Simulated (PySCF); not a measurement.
# Mg, Mg⁺: ionisation energy in jorge-DZP-DKH

Aim: the ionisation energy of magnesium from differences of total energies, at each level of theory, and how far each lands from the tabulated value where there is one.

Program: PySCF 2.14.0. Level of theory: unrestricted determinants in a Gaussian basis, no spin-orbit coupling in the energies. These are calculated values, not measurements, unless marked.

## (1) The system

| Quantity | Value |
| --- | --- |
| Element | magnesium (Z = 12) |
| Basis | jorge-DZP-DKH (7s4p1d, 24 functions) |
| Hamiltonian | the spin-free X2C one-electron Hamiltonian (Gaussian nucleus) |
| State 1 | Mg: [Ne] 3s2, closed-shell 1S |
| State 2 | Mg⁺: [Ne] 3s1, 2S determinant |
| Methods | UHF, r2SCAN, MN15, MP2, CCSD(T) |
| Core shells frozen in the correlated runs | valence: [Ne] (for Mg) |

The outer shells:

Mg [Ne] 3s2
```
[Ne] core
3s [↑↓]
```

Mg+ [Ne] 3s1
```
[Ne] core
3s [↑ ]
```

One driver process ran all states and methods and kept the integrals in memory. Each run is shown as a PySCF script that sums up its settings (the driver passes frozen orbitals as a list and adds second-order terms of double hybrids); the logs are those of the runs themselves. The driver starts from symmetry-adapted Hartree-Fock orbitals, holds the occupation by maximum overlap and uses a logarithmic radial grid for functionals, so a plain start would take other cycles.

It was started by

```console
$ OMP_NUM_THREADS=1 python atomrun2.py TASK.json OUT
```

The integrals over 24 functions and the set-up took 0.05 s of CPU time.

## (2) Mg, method by method

UHF:

Input file input.py:

```python
from pyscf import gto, scf, dft, mp, cc
import basis_set_exchange as bse
mol = gto.M(atom="Mg 0 0 0", charge=0, spin=0, symmetry="D2h",
            basis=gto.basis.parse(bse.get_basis("jorge-DZP-DKH", elements=["Mg"], fmt="nwchem", header=False)),
            nucmod="G")
mf = scf.UHF(mol).sfx2c1e()
mf.irrep_nelec = {'Ag': (3, 3), 'B1u': (1, 1), 'B2u': (1, 1), 'B3u': (1, 1)}
mf.kernel()
```

r2SCAN:

input.py differs from the last one in:

```diff
@@ -5,3 +5,3 @@
             nucmod="G")
-mf = scf.UHF(mol).sfx2c1e()
+mf = dft.UKS(mol, xc="R2SCAN").sfx2c1e()
 mf.irrep_nelec = {'Ag': (3, 3), 'B1u': (1, 1), 'B2u': (1, 1), 'B3u': (1, 1)}
```

MN15:

input.py differs from the last one in:

```diff
@@ -5,3 +5,3 @@
             nucmod="G")
-mf = dft.UKS(mol, xc="R2SCAN").sfx2c1e()
+mf = dft.UKS(mol, xc="MN15").sfx2c1e()
 mf.irrep_nelec = {'Ag': (3, 3), 'B1u': (1, 1), 'B2u': (1, 1), 'B3u': (1, 1)}
```

MP2 (valence):

input.py differs from the last one in:

```diff
@@ -5,4 +5,5 @@
             nucmod="G")
-mf = dft.UKS(mol, xc="MN15").sfx2c1e()
+mf = scf.UHF(mol).sfx2c1e()
 mf.irrep_nelec = {'Ag': (3, 3), 'B1u': (1, 1), 'B2u': (1, 1), 'B3u': (1, 1)}
 mf.kernel()
+mp.UMP2(mf, frozen=5).kernel()
```

CCSD(T) (valence):

input.py differs from the last one in:

```diff
@@ -8,2 +8,3 @@
 mf.kernel()
-mp.UMP2(mf, frozen=5).kernel()
+mycc = cc.CCSD(mf, frozen=5).run()
+mycc.ccsd_t()
```

## (3) Mg⁺, method by method

UHF:

Input file input.py:

```python
from pyscf import gto, scf, dft, mp, cc
import basis_set_exchange as bse
mol = gto.M(atom="Mg 0 0 0", charge=1, spin=1, symmetry="D2h",
            basis=gto.basis.parse(bse.get_basis("jorge-DZP-DKH", elements=["Mg"], fmt="nwchem", header=False)),
            nucmod="G")
mf = scf.UHF(mol).sfx2c1e()
mf.irrep_nelec = {'Ag': (3, 2), 'B1u': (1, 1), 'B2u': (1, 1), 'B3u': (1, 1)}
mf.kernel()
```

r2SCAN:

input.py differs from the last one in:

```diff
@@ -5,3 +5,3 @@
             nucmod="G")
-mf = scf.UHF(mol).sfx2c1e()
+mf = dft.UKS(mol, xc="R2SCAN").sfx2c1e()
 mf.irrep_nelec = {'Ag': (3, 2), 'B1u': (1, 1), 'B2u': (1, 1), 'B3u': (1, 1)}
```

MN15:

input.py differs from the last one in:

```diff
@@ -5,3 +5,3 @@
             nucmod="G")
-mf = dft.UKS(mol, xc="R2SCAN").sfx2c1e()
+mf = dft.UKS(mol, xc="MN15").sfx2c1e()
 mf.irrep_nelec = {'Ag': (3, 2), 'B1u': (1, 1), 'B2u': (1, 1), 'B3u': (1, 1)}
```

Q: Predict the outcome of this session.

As calculated:

| quantity | value |
| --- | --- |
| ionisation energy, Mg | UHF 6.610, FCI (valence) 7.501 eV; reference 7.646 |

Each level's miss and price (over 1 difference):

```tsv
method	mean absolute miss against the measured value (with the measured fine structure taken into account where it is known) (eV)	CPU time, both states (s)
UHF	1.036	0.08
r2SCAN	0.272	0.43
MN15	0.073	0.47
MP2 (valence)	0.467	
SCS-MP2 (valence)	0.354	
CCSD (valence)	0.145	
CCSD(T) (valence)	0.145	
CCSDT (valence)	0.145	
FCI (valence)	0.145
```

**Reading.** Against experiment MN15 comes closest (off by 0.07 eV) and UHF is farthest (1.04 eV). Hartree-Fock falls short because the species with more electrons holds more correlation energy, which it lacks. All values hold for this basis alone; no basis-set limit was taken. The dearest level timed, MN15, costs 5.9 times the cheapest, UHF, and differs from the measured value (with the measured fine structure taken into account where it is known) by 0.07 against 1.04 eV.
